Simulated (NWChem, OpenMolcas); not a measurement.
## Worked example: vertical energy of the triplet above the singlet of C2H3ClO (acetyl chloride)

C2H3ClO: 7 atoms, total charge 0, spin state singlet. As SMILES, `CC(=O)Cl`. Geometry: relaxed at PBE0-D4/def2-TZVP.

Both states at this one shape; open shells run unrestricted unless said. 1 Eh = 27.2114 eV.

```tsv
level	program	singlet C2H3ClO (Eh)	triplet C2H3ClO (Eh)
revPBE/cc-pVDZ	OpenMolcas	-613.338226	-613.162921
M06-2X/cc-pVDZ	OpenMolcas	-613.379731	-613.199118
MP3/cc-pVDZ, 8 core orbitals frozen	NWChem	-612.478902	-612.295450
```

Problem. Work out the vertical gap, second state less first, at each level.

Solution. 
1. revPBE/cc-pVDZ: -613.162921 − (-613.338226) = 0.175305 Eh = 4.77 eV.
2. M06-2X/cc-pVDZ: -613.199118 − (-613.379731) = 0.180613 Eh = 4.91 eV.
3. MP3/cc-pVDZ: -612.295450 − (-612.478902) = 0.183452 Eh = 4.99 eV.

No measured value is set beside it here; the levels span 4.77 to 4.99 eV.
